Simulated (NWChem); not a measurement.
All runs are NWChem calculations. System: hydrogen peroxide (H2O2), charge 0, spin multiplicity 1, at a geometry optimised with PBE0/def2-SVP. Level: PBE/def2-SVP.

Input file:

```
start mol
memory heap 200 mb stack 800 mb global 1000 mb
geometry units angstroms nocenter noautoz
  O     -0.294240     0.645331    -0.054706
  O      0.294240    -0.645331    -0.054706
  H      0.367293     1.150276     0.437648
  H     -0.367293    -1.150276     0.437648
  symmetry group C2
end
basis spherical
  * library def2-svp
end
dft
  xc xpbe96 cpbe96
  semidirect memsize 60000000 filesize 0
  iterations 100
end
task dft energy
```

Output (cleaned and shortened):

```
             Northwest Computational Chemistry Package (NWChem) 7.3.0
             --------------------------------------------------------

                                NWChem Input Module
                                -------------------

 Scaling coordinates for geometry "geometry" by  1.889725989
 (inverse scale =  0.529177249)

 Turning off AUTOSYM since
 SYMMETRY directive was detected!

                             Geometry "geometry" -> ""
                             -------------------------

 Output coordinates in angstroms (scale by  1.889725989 to convert to a.u.)

  No.       Tag          Charge          X              Y              Z
 ---- ---------------- ---------- -------------- -------------- --------------
    1 O                    8.0000    -0.29424000     0.64533100    -0.05470600
    2 O                    8.0000     0.29424000    -0.64533100    -0.05470600
    3 H                    1.0000     0.36729300     1.15027600     0.43764800
    4 H                    1.0000    -0.36729300    -1.15027600     0.43764800

 Effective nuclear repulsion energy (a.u.)      37.3948476217

            Nuclear Dipole moment (a.u.)
            ----------------------------
        X                 Y               Z
 ---------------- ---------------- ----------------
     0.0000000000     0.0000000000     0.0000000000

      Symmetry information
      --------------------

 Group name             C2
 Group number              4
 Group order               2
 No. of unique centers     2

      Symmetry unique atoms

     1    3


 Summary of "ao basis" -> "" (spherical)
 ------------------------------------------------------------------------------
       Tag                 Description            Shells   Functions and Types
 ---------------- ------------------------------  ------  ---------------------
 *                          def2-svp                  on all atoms

  pbe96 is a nonlocal functional; adding pw91lda local functional.

                                 NWChem DFT Module
                                 -----------------

 Summary of "ao basis" -> "ao basis" (spherical)
 ------------------------------------------------------------------------------
       Tag                 Description            Shells   Functions and Types
 ---------------- ------------------------------  ------  ---------------------
 O                          def2-svp                 6       14   3s2p1d
 H                          def2-svp                 3        5   2s1p

 Summary of "ao basis" -> "ao basis" (spherical)
 ------------------------------------------------------------------------------
       Tag                 Description            Shells   Functions and Types
 ---------------- ------------------------------  ------  ---------------------
 O                          def2-svp                 6       14   3s2p1d
 H                          def2-svp                 3        5   2s1p

      Symmetry analysis of basis
      --------------------------

        a          19
        b          19

            General Information
            -------------------
          SCF calculation type: DFT
          Wavefunction type:  closed shell.
          No. of atoms     :     4
          No. of electrons :    18
           Alpha electrons :     9
            Beta electrons :     9
          Charge           :     0
          Spin multiplicity:     1
          Use of symmetry is: on ; symmetry adaption is: on
          Maximum number of iterations: 100
          AO basis - number of functions:    38
                     number of shells:    18
          Convergence on energy requested:  1.00D-06
          Convergence on density requested:  1.00D-05
          Convergence on gradient requested:  5.00D-04

              XC Information
              --------------
          PerdewBurkeErnzerhof Exchange Functional  1.000
            Perdew 1991 LDA Correlation Functional  1.000 local
           PerdewBurkeErnz. Correlation Functional  1.000 non-local

             Grid Information
             ----------------
          Grid used for XC integration:  medium
          Radial quadrature: Mura-Knowles
          Angular quadrature: Lebedev.
          Tag              B.-S. Rad. Rad. Pts. Rad. Cut. Ang. Pts.
          ---              ---------- --------- --------- ---------
          O                   0.60       49           7.0       434
          H                   0.35       45           8.0       434
          Grid pruning is: on
          Number of quadrature shells:    94
          Spatial weights used:  Erf1

          Convergence Information
          -----------------------
          Convergence aids based upon iterative change in
          total energy or number of iterations.
          Levelshifting, if invoked, occurs when the
          HOMO/LUMO gap drops below (HL_TOL):  1.00D-02
          DIIS, if invoked, will attempt to extrapolate
          using up to (NFOCK): 10 stored Fock matrices.

                    Damping( 0%)  Levelshifting(0.5)       DIIS
                  --------------- ------------------- ---------------
          dE  on:    start            ASAP                start
          dE off:    2 iters        100 iters           100 iters

      Screening Tolerance Information
      -------------------------------
          Density screening/tol_rho:  1.00D-10
          AO Gaussian exp screening on grid/accAOfunc:  14
          CD Gaussian exp screening on grid/accCDfunc:  20
          XC Gaussian exp screening on grid/accXCfunc:  20
          Schwarz screening/accCoul:  1.00D-08

      Superposition of Atomic Density Guess
      -------------------------------------

 Sum of atomic energies:        -150.38086575

      Non-variational initial energy
      ------------------------------

 Total energy =    -150.628413
 1-e energy   =    -281.112956
 2-e energy   =      93.089696
 HOMO         =      -0.343223
 LUMO         =       0.035151

      Symmetry analysis of molecular orbitals - initial
      -------------------------------------------------

  Numbering of irreducible representations:

     1 a           2 b

  Orbital symmetries:

     1 a           2 b           3 a           4 b           5 a
     6 b           7 a           8 a           9 b          10 b
    11 a          12 b          13 a          14 b          15 b
    16 a          17 a          18 b          19 a

------------------------------------------------------------
EAF file 0: "./mol.aoints.0" size=524288 bytes
------------------------------------------------------------
               write      read    awrite     aread      wait
               -----      ----    ------     -----      ----
     calls:        1         0         0         0         0
   data(b): 5.24e+05  0.00e+00  0.00e+00  0.00e+00
   time(s): 0.00e+00  0.00e+00  0.00e+00  0.00e+00  0.00e+00
rate(mb/s): 0.00e+00  0.00e+00
------------------------------------------------------------

   convergence    iter        energy       DeltaE   RMS-Dens  Diis-err    time
 ---------------- ----- ----------------- --------- --------- ---------  ------
 d= 0,ls=0.0,diis     1   -151.2381465076 -1.89D+02  1.43D-02  3.19D-01     0.2
 d= 0,ls=0.0,diis     2   -151.2637290057 -2.56D-02  4.31D-03  5.36D-02     0.2
 d= 0,ls=0.0,diis     3   -151.2684877983 -4.76D-03  1.45D-03  5.18D-03     0.3
 d= 0,ls=0.0,diis     4   -151.2688392729 -3.51D-04  5.17D-04  1.49D-03     0.3
 d= 0,ls=0.0,diis     5   -151.2689765962 -1.37D-04  5.10D-05  8.86D-06     0.4
 d= 0,ls=0.0,diis     6   -151.2689775236 -9.27D-07  5.30D-06  6.74D-08     0.4

         Total DFT energy =     -151.268977523640
      One electron energy =     -282.459039292247
           Coulomb energy =      111.514696754361
    Exchange-Corr. energy =      -17.719482607472
 Nuclear repulsion energy =       37.394847621718

 Numeric. integr. density =       17.999999397041

     Total iterative time =      0.3s

                  Occupations of the irreducible representations
                  ----------------------------------------------

                     irrep           alpha         beta
                     --------     --------     --------
                     a                 5.0          5.0
                     b                 4.0          4.0

                       DFT Final Molecular Orbital Analysis
                       ------------------------------------

 Vector    7  Occ=2.000000D+00  E=-3.546171D-01  Symmetry=a
              MO Center= -5.3D-16, -1.6D-17, -1.7D-01, r^2= 1.2D+00
   Bfn.  Coefficient  Atom+Function         Bfn.  Coefficient  Atom+Function
  ----- ------------  ---------------      ----- ------------  ---------------
     6      0.333738  1 O  pz                20      0.333738  2 O  pz
     9      0.228268  1 O  pz                23      0.228268  2 O  pz
     5     -0.213374  1 O  py                19      0.213374  2 O  py
     3     -0.165893  1 O  s                 17     -0.165893  2 O  s
     4      0.159430  1 O  px                18     -0.159430  2 O  px

 Vector    8  Occ=2.000000D+00  E=-2.517101D-01  Symmetry=a
              MO Center= -8.1D-16,  1.1D-15,  3.5D-02, r^2= 1.2D+00
   Bfn.  Coefficient  Atom+Function         Bfn.  Coefficient  Atom+Function
  ----- ------------  ---------------      ----- ------------  ---------------
     4      0.414832  1 O  px                18     -0.414832  2 O  px
     7      0.271090  1 O  px                21     -0.271090  2 O  px
     6     -0.190688  1 O  pz                20     -0.190688  2 O  pz
    29      0.169696  3 H  s                 34      0.169696  4 H  s
     3     -0.158829  1 O  s                  9     -0.158940  1 O  pz

 Vector    9  Occ=2.000000D+00  E=-2.030613D-01  Symmetry=b
              MO Center= -2.8D-16,  6.3D-16, -9.6D-02, r^2= 1.1D+00
   Bfn.  Coefficient  Atom+Function         Bfn.  Coefficient  Atom+Function
  ----- ------------  ---------------      ----- ------------  ---------------
     6      0.462806  1 O  pz                20     -0.462806  2 O  pz
     9      0.335056  1 O  pz                23     -0.335056  2 O  pz
     4     -0.112683  1 O  px                18     -0.112683  2 O  px
    29      0.109538  3 H  s                 34     -0.109538  4 H  s
     7     -0.102415  1 O  px                21     -0.102415  2 O  px

 Vector   10  Occ=0.000000D+00  E= 2.799593D-03  Symmetry=b
              MO Center=  2.6D-16, -6.2D-16,  1.0D-01, r^2= 1.9D+00
   Bfn.  Coefficient  Atom+Function         Bfn.  Coefficient  Atom+Function
  ----- ------------  ---------------      ----- ------------  ---------------
     3      0.539603  1 O  s                 17     -0.539603  2 O  s
    30     -0.470466  3 H  s                 35      0.470466  4 H  s
     5     -0.378947  1 O  py                19     -0.378947  2 O  py
     8     -0.367122  1 O  py                22     -0.367122  2 O  py
     7      0.303711  1 O  px                21      0.303711  2 O  px

 Vector   11  Occ=0.000000D+00  E= 3.241372D-02  Symmetry=a
              MO Center= -1.5D-15, -6.0D-15,  5.7D-01, r^2= 3.7D+00
   Bfn.  Coefficient  Atom+Function         Bfn.  Coefficient  Atom+Function
  ----- ------------  ---------------      ----- ------------  ---------------
    30      0.892017  3 H  s                 35      0.892017  4 H  s
     3     -0.562526  1 O  s                 17     -0.562526  2 O  s
     7     -0.172081  1 O  px                21      0.172081  2 O  px
     8     -0.167194  1 O  py                22      0.167194  2 O  py
     9     -0.148242  1 O  pz                23     -0.148242  2 O  pz

 Vector   12  Occ=0.000000D+00  E= 8.136102D-02  Symmetry=b
              MO Center=  2.2D-15,  5.5D-15,  3.9D-01, r^2= 3.3D+00
   Bfn.  Coefficient  Atom+Function         Bfn.  Coefficient  Atom+Function
  ----- ------------  ---------------      ----- ------------  ---------------
    30      0.908967  3 H  s                 35     -0.908967  4 H  s
     8     -0.463728  1 O  py                22     -0.463728  2 O  py
     5     -0.361603  1 O  py                19     -0.361603  2 O  py
     3     -0.202411  1 O  s                 17      0.202411  2 O  s
    29      0.167500  3 H  s                 34     -0.167500  4 H  s

 center of mass
 --------------
 x =   0.00000000 y =   0.00000000 z =  -0.04822971

 moments of inertia (a.u.)
 ------------------
          58.739939312058          18.650628297853           0.000000000000
          18.650628297853          12.502881906606           0.000000000000
           0.000000000000           0.000000000000          67.959897845836

     Multipole analysis of the density
     ---------------------------------

     L   x y z        total         alpha         beta         nuclear
     -   - - -        -----         -----         ----         -------
     0   0 0 0     -0.000000     -9.000000     -9.000000     18.000000

     1   1 0 0     -0.000000     -0.000000     -0.000000      0.000000
     1   0 1 0      0.000000      0.000000      0.000000      0.000000
     1   0 0 1      0.681004      0.340502      0.340502      0.000000

     2   2 0 0     -8.742162     -7.326214     -7.326214      5.910265
     2   1 1 0      1.921855      4.876847      4.876847     -7.831838
     2   1 0 1      0.000000      0.000000      0.000000      0.000000
     2   0 2 0     -6.405757    -19.825296    -19.825296     33.244835
     2   0 1 1     -0.000000     -0.000000     -0.000000      0.000000
     2   0 0 2     -8.476005     -5.007487     -5.007487      1.538970

 Task  times  cpu:        0.4s     wall:        0.4s

 Total times  cpu:        0.4s     wall:        0.4s
```
